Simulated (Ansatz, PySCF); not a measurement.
Molecule: C$_{2}$H$_{4}$NO (charge 0, doublet). It need not be the lowest isomer of its formula. SMILES: CC([NH])=O
Geometry from a B3LYP-D3(BJ)/def2-TZVP (Ansatz, a first-principles code) optimisation:
```xyz
8

O      0.4806     1.2318     0.0712
C      0.0856     0.0703    -0.0239
N      1.0063    -0.9284     0.1131
C     -1.3604    -0.3142    -0.1021
H     -1.9628     0.5531    -0.3620
H     -1.5017    -1.1086    -0.8366
H     -1.6814    -0.7025     0.8666
H      1.9064    -0.6339    -0.2739
```
Charge 0, spin multiplicity 2.
Markedly spin-contaminated UHF reference, which strains HF, MP2 and, less, CCSD(T): CC([NH])=O.

Wanted: enthalpy of formation at 298 K (from the atomisation energy, B3LYP-D3(BJ)/def2-TZVP harmonic zero-point and thermal terms from PySCF, and the atoms' enthalpies of formation in the G2/97 table; no spin-orbit terms, and no core term in the frozen-core levels), in kcal/mol. Correlated levels leave the core frozen unless marked. UHF or UKS for open shells. No spin-orbit coupling. No relativistic terms. The coupled-cluster limit lacks core correlation, which all-electron functionals hold. Basis-set limits of correlation are two-point, X^-3; Hartree-Fock from the larger set. The bracket is a focal-point correction in the basis named.

```json
[
 {"level": "HF/cc-pVTZ", "program": "Ansatz", "enthalpy of formation at 298 K (kcal/mol)": "236.6"},
 {"level": "BLYP-D4/def2-TZVPD", "program": "Ansatz + dftd4", "enthalpy of formation at 298 K (kcal/mol)": "-12.0"}
]
```

Question: What does RI-MP2/CBS(cc-pVTZ,cc-pVQZ)+[CCSD(T)-MP2]/cc-pVTZ (Ansatz) give?

Answer: 5.8 kcal/mol, so BLYP-D4/def2-TZVPD differs from it by -17.8 kcal/mol.
